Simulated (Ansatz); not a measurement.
Reaction (ligand exchange at the Al–O bond): `[OH][AlH2]` + `[AlH2][SH]` → `[AlH2][S][AlH2]` + H₂O

Gas-phase electronic energies from Ansatz, PBE0-D4/def2-TZVP geometries. CCSD(T)/CBS is the MP2 limit (def2-TZVPP, def2-QZVPP) plus CCSD(T) − MP2 in def2-TZVPP, frozen cores. This one scheme is used for every species. DFT in def2-TZVPP. B3LYP here is the variant with VWN-RPA as its local correlation; programs differ in this. HSE06 is defined as in plane-wave codes.

```tsv
level	ΔE (kJ/mol)	difference from CCSD(T)/CBS
LDA (SPW92)	16.8	3.3
B3LYP-D4	22.7	9.2
r2SCANh-D4	16.2	2.7
r2SCAN0-D4	14.3	0.8
BHLYP-D4	19.6	6.1
CAM-B3LYP-D4	28.2	14.7
B2PLYP	25.4	11.9
PBE0	12.3	-1.2
r2SCANh	17.2	3.7
HSE06	11.7	-1.8
CAM-B3LYP	31.8	18.3
HF/def2-SVP	20.6	7.1
CCSD(T)/def2-SVP	23.3	9.8
CCSD/def2-TZVPP	20.7	7.2
HF/CBS(def2)	26.0	12.5
CCSD/CBS(def2)	15.6	2.1
CCSD(T)/CBS	13.5	0
```

Largest T1 diagnostic among the species: 0.012.

At CCSD(T), def2-SVP lies +9.8 kJ/mol from the extrapolated value and def2-TZVPP +5.1 kJ/mol. From BLYP to BHLYP (50 % exact exchange), in def2-TZVPP and without D4, ΔE moves by −6.1 kJ/mol. The D4 term adds −6.0 kJ/mol with B3LYP and −3.3 kJ/mol with PBE0; it sums over pairs of atoms, weighted by their polarisabilities, and B3LYP, whose exchange is more repulsive, gets the larger term.
